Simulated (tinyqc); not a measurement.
Inside a calculation. Method: RHF in the sto-3g basis, for OH-, spin multiplicity 1. The basis has no diffuse functions, so it cannot describe the extra electron: this is an exercise in the method, not the real anion. One step of it, computed by the program tinyqc.

Question. Iteration 2: DIIS coefficients. Solve [B -1; -1 0][c; lambda] = [0; -1] for the coefficients, which sum to one.

B (overlaps of the stored error matrices):
```
[[1.3953312e+00, -5.5519393e-02],
 [-5.5519393e-02, 9.3974427e-02]]
```

Give: DIIS coefficients.

Answer.

DIIS coefficients: [0.0934, 0.9066]
